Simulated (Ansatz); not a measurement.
**MgNH₃+ (doublet): wave-function methods side by side, def2-TZVPP**

One table from this session's results is given with a row withheld; the runs are named, their logs left out.

The runs use Ansatz 0.2.0, Gaussian basis; def2-TZVPP, core rule «outside noble gas», up to 6 orbitals frozen.

The runs, in order: UHF; ROHF; CCSD(T) on UHF.

2 further runs of the same task are left out: 2 set aside as unsound or not needed.

## The geometry

The geometry is a PBE0/def2-TZVP stationary point (not a proven minimum) of the parent state, kept for this charge and spin.

5 atoms, charge 1, spin multiplicity 2.

Atoms are counted from 1 here; the program's logs count them from 0.

Bond lengths: N1–Mg2 1.889 Å, N1–H3 1.009 Å, N1–H4 1.009 Å, Mg2–H5 1.699 Å. Angles: Mg2–N1–H3 126.6°, Mg2–N1–H4 126.6°, H3–N1–H4 106.9°, N1–Mg2–H5 180.0°.

As a file:

```xyz
5

N     0.0000    0.0000    1.1687
Mg    0.0000    0.0000   -0.7200
H     0.0000    0.8107    1.7700
H     0.0000   -0.8107    1.7700
H     0.0000    0.0000   -2.4190
```

Set-up of the first run:

The input, in.yaml:

```yaml
crystal:
  periodic: [false, false, false]
  atoms:
    - {symbol: N, position_ang: [0.000000, 0.000000, 1.168661]}
    - {symbol: Mg, position_ang: [0.000000, 0.000000, -0.719971]}
    - {symbol: H, position_ang: [0.000000, 0.810724, 1.769973]}
    - {symbol: H, position_ang: [0.000000, -0.810724, 1.769973]}
    - {symbol: H, position_ang: [0.000000, 0.000000, -2.419045]}
basis:
  gaussian: {orbitals: def2-TZVPP}
total_charge: 1
magnetization: {spin_polarized: true, initial_magnetization: 1}
hamiltonian: {xc: hf}
output: {orbitals: {seedname: orbitals}}
```

Launch:

```sh
$ ansatz run in.yaml --threads 1 --pin off --events-out ev --progress --plain --max-ram 4096MiB --backend cpu
```

Steps of the session up to this table: UHF; ROHF; CCSD(T) on UHF.

One table of the session follows, with a row left open; its other results are not shown here.

| method | from UCCSD(T) (meV) |
| --- | --- |
| ROHF | ? |
| UHF | +6534.6 |
| UMP2 | +857.1 |
| UCCSD | +145.4 |
| UCCSD(T) | 0 |

Estimate the missing values for ROHF.

The run gave: from UCCSD(T) (meV): +6666.8. In the column «from UCCSD(T) (meV)» it is the highest.
